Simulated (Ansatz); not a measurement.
**SiPNH (sextet): from Hartree-Fock to the top rungs, cc-pVDZ**

The task here is to estimate one member of a computed series from the others.

Program: Ansatz 0.2.0, Gaussian basis. Level of theory: cc-pVDZ, core rule «outside noble gas», up to 11 orbitals frozen. These are calculated values, not measurements.

Plan: UHF; CCSD(T) on ROHF; CCSD(T) on UHF; BCCD(T) on ROHF; CCSDT(Q) on ROHF; CCSDT(Q) on UHF; CASSCF and MRCISD+Q, 11 electrons in 11 orbitals; CASSCF and NEVPT2, 11 electrons in 11 orbitals.

31 further runs of the same task are left out: 16 that didn't finish, 15 set aside as unsound or not needed.

### The geometry

The geometry is a PBE0/def2-TZVP stationary point (not a proven minimum) of the parent state, kept for this charge and spin.

4 atoms, charge 0, spin multiplicity 6.

Atoms are counted from 1 here; the program's logs count them from 0.

Bond lengths: N1–Si2 1.684 Å, Si2–P3 2.147 Å, Si2–H4 1.486 Å. Angles: N1–Si2–P3 124.6°, N1–Si2–H4 115.7°, P3–Si2–H4 119.7°.

Set-up of the first run:

Contents of in.yaml:

```yaml
crystal:
  periodic: [false, false, false]
  atoms:
    - {symbol: N, position_ang: [0.000000, -0.653684, 1.908908]}
    - {symbol: Si, position_ang: [0.000000, 0.424943, 0.615445]}
    - {symbol: P, position_ang: [0.000000, -0.150432, -1.453120]}
    - {symbol: H, position_ang: [0.000000, 1.865832, 0.978241]}
basis:
  gaussian: {orbitals: cc-pVDZ}
magnetization: {spin_polarized: true, initial_magnetization: 5}
hamiltonian: {xc: hf}
output: {orbitals: {seedname: orbitals}}
```

Started as:

```
> ansatz run in.yaml --threads 1 --pin off --events-out ev --progress --plain --max-ram 2393MiB
```

Among the steps run: UHF; CCSD(T) on ROHF; CCSD(T) on UHF; BCCD(T) on ROHF; CCSDT(Q) on ROHF; CCSDT(Q) on UHF; CASSCF and MRCISD+Q, 11 electrons in 11 orbitals; CASSCF and NEVPT2, 11 electrons in 11 orbitals.

One table of the session follows, with a row left open; its other results are not shown here.

```
          method  from UCCSDT(Q) (kJ/mol)
            ROHF                   +828.4
             UHF                   +791.5
            RMP2                   +154.4
            UMP2                   +160.5
           RCCSD                    +27.8
           UCCSD                    +27.2
        RCCSD(T)                     +6.5
        UCCSD(T)                     +6.5
         BCCD(T)                     +6.4
          RCCSDT                     +1.7
          UCCSDT                     +1.6
       RCCSDT(Q)                     +0.2
       UCCSDT(Q)                        0
  CASSCF valence                   +694.3
  NEVPT2 valence                        ?
  MRCISD valence                    +76.6
MRCISD+Q valence                     +8.5
```

Q: Estimate the row for NEVPT2 valence from the others.

**Answer.** from UCCSDT(Q) (kJ/mol): +140.7. In the column «from UCCSDT(Q) (kJ/mol)» it lies between MRCISD valence (+76.6) and RMP2 (+154.4).

To keep in mind: Restricted and unrestricted rows rest on different reference determinants; where their highest levels disagree by more than a few hundredths of an eV, they describe different states and don't form one ladder.
